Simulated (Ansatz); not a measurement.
The input, for Ansatz 0.2.0:

```yaml
crystal:
  periodic: [false, false, false]
  atoms:
    - {symbol: Si, position_ang: [0.000000, 0.000000, 0.000000]}
    - {symbol: N, position_ang: [0.000000, 0.000000, 4.295000]}
basis:
  gaussian: {orbitals: def2-SVP}
magnetization: {spin_polarized: false, initial_magnetization: 1}
correlation: {active_space: {window: {electrons: 1, orbitals: 7}}}
output: {forces: true}
```

```sh
$ ansatz run in.yaml --threads 1 --pin off --events-out ev --progress --plain --max-ram 2393MiB
```

Output:

```
307 factors; integrals over basis functions are off by at most 1.6e-4 eV
mean field evaluation 1: about -9303.1784 eV, gradient 4.8e1 eV
mean field evaluation 2: about -9303.1786 eV, gradient 4.8e1 eV
mean field evaluation 4: about -9325.3210 eV, gradient 1.5e1 eV
mean field evaluation 8: about -9327.5546 eV, gradient 2.3e1 eV
mean field evaluation 16: about -9330.2990 eV, gradient 3.9e-3 eV
mean field evaluation 32: about -9330.3300 eV, gradient 2.6e-1 eV
mean field evaluation 64: about -9328.3090 eV, gradient 2.2e1 eV
mean field evaluation 96: about -9330.3245 eV, gradient 1.4e-2 eV
mean field evaluation 128: about -9329.4501 eV, gradient 9.3e0 eV
mean field evaluation 160: about -9330.3630 eV, gradient 1.9e-1 eV
mean field evaluation 192: about -9330.2146 eV, gradient 7.0e-1 eV
mean field evaluation 224: about -9330.2990 eV, gradient 1.3e-2 eV
mean field evaluation 256: about -9329.8288 eV, gradient 9.4e0 eV
mean field evaluation 288: about -9330.2560 eV, gradient 3.4e-1 eV
mean field evaluation 320: about -9330.2990 eV, gradient 7.1e-3 eV
mean field evaluation 352: about -9330.2990 eV, gradient 2.9e-6 eV
mean field -9330.36497347 eV, -342.8845884264 hartree, gradient 1.5e-6 eV, S^2 0.750000; 18 other end points of the search recorded, 0 dependent functions left out
reference -9330.36497347 eV, -342.8845884264 hartree; 11, 10 occupied and 21, 22 virtual orbitals, 307 factors
state -9330.36497347 eV, -342.8845884264 hartree
the calculation of the forces begins
Total energy: -9330.36497347 eV, -342.8845884264 hartree
Atom 0 at     0.000000     0.000000     0.000000 Å, force     0.000000    -0.000000     0.110810 eV/Å
Atom 1 at     0.000000     0.000000     4.295000 Å, force    -0.000000     0.000000    -0.110810 eV/Å
Dipole moment:    -0.000000     0.000000    -0.077936 e Å
```

Natural occupations: 1.0000 0.0000 0.0000 0.0000 0.0000 0.0000 0.0000.

Forces (eV/Å):
```
Si   0.000  0.000  0.111
N    0.000  0.000 -0.111
```

Ran on 1 thread of Arm Neoverse V1, shared host: 2.9 s wall, 0.22 GiB peak host memory.
